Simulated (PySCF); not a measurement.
Gas-phase reaction: 4 CH2CHF + 2 C4H10 (isobutane) ⇌ 4 CH2F + 3 C4H8 (isobutene)

Computed with PySCF and rigid-rotor harmonic-oscillator thermochemistry at 1 bar. † marks an energy on the PBE0/def2-TZVP geometry and frequencies. MP2 and CCSD(T) freeze the core. Open shells (unrestricted): CH2F (multiplicity 2); the rest are closed-shell singlets. B3LYP is the form with VWN-RPA correlation. CH2F: computed as isolated molecules; such fragments, hydroxides, amides, oligomers or adducts are transient or little studied in the gas. MP2 isn't extrapolated to the basis-set limit; its ΔH°(298 K) is 670.1 kJ in def2-SVP and 675.5 kJ in def2-TZVPP. CCSD(T) isn't extrapolated to the basis-set limit. The harmonic model lacks anharmonicity and excited electronic states, which grow with temperature; levels with a mode under 35 cm⁻¹ are left out. Internal rotation in C4H10 (isobutane), C4H8 (isobutene) is treated as a harmonic vibration of one conformer, which makes the entropy rough.

```
level               ΔE electronic, kJ  ΔH°(298 K), kJ  ΔS°(298 K), J/K  ΔG°(800 K), kJ
------------------  -----------------  --------------  ---------------  --------------
B3LYP/def2-TZVP†                  652             618              219             436
BLYP/def2-TZVP†                   649             615              219             434
CCSD(T)/def2-SVP†                 689             654              219             473
MP2/def2-SVP†                     704             670              219             489
PBE/def2-TZVP†                    674             640              219             458
r2SCAN/def2-TZVP†                 631             597              219             416
LDA/def2-TZVP†                    783             749              219             568
ωB97M-V/def2-TZVP†                703             669              219             488
```
ΔH° is lowest at r2SCAN/def2-TZVP† and highest at LDA/def2-TZVP†. No reference value is set beside these.
